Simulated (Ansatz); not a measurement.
**Heat of formation of C2H5N (aziridine) from total energies**

The species is C2H5N (8 atoms), meant as a singlet with charge 0. SMILES: `C1CN1`. The shape is that of a PBE0-D4/def2-TZVP optimisation.

Total energies at HF/def2-SVPD (Ansatz 0.2.0); the atoms run unrestricted:

| species | state | energy (Eh) |
| --- | --- | --- |
| C2H5N | singlet | -132.950764 |
| C | triplet | -37.646258 |
| N | quartet | -54.337261 |
| H | doublet | -0.499278 |

Harmonic wavenumbers at PBE0-D4/def2-TZVP, in cm⁻¹: 780, 903, 908, 922, 1005, 1117, 1122, 1153, 1255, 1271, 1308, 1491, 1527, 3125, 3131, 3205, 3219, 3544.

Measured heats of formation of the gaseous atoms at 298.15 K, in kJ/mol: C 716.9, N 472.4, H 218.0. Take 1 Eh = 2625.50 kJ/mol, 1 cm⁻¹ = 0.0119627 kJ/mol, RT = 2.479 kJ/mol.

**Question.** What heat of formation follows?

**Answer.** 
1. Electronic atomisation energy: 2 × (-37.646258) + (-54.337261) + 5 × (-0.499278) − (-132.950764) = 0.824597 Eh = 2165.0 kJ/mol.
2. Zero-point energy: half the sum of the wavenumbers, 15493 cm⁻¹ = 185.3 kJ/mol.
3. Thermal vibrational enthalpy, Σ hcν̃/(exp(hcν̃/kT) − 1): 1.0 kJ/mol. Translation, rotation and pV of a non-linear molecule: 4 RT = 9.9 kJ/mol.
4. The 8 free atoms carry 5/2 RT each: 49.6 kJ/mol.
5. Atomisation enthalpy at 298 K: 2165.0 − 185.3 − 1.0 − 9.9 + 49.6 = 2018.4 kJ/mol.
6. Sum of the atoms' heats of formation: 2996.2 kJ/mol. Heat of formation: 2996.2 − 2018.4 = +977.8 kJ/mol.

The tabulated value is +126.5 kJ/mol (CRC Handbook of Chemistry and Physics), so this level is off by +851.3 kJ/mol, or 29.7 % of the atomisation enthalpy that the table implies (2869.7 kJ/mol). Hartree–Fock leaves out correlation, which is larger in the molecule than in the atoms, so it underbinds and puts the heat of formation too high. Anharmonicity and any spin-orbit splitting of the molecule are left out.
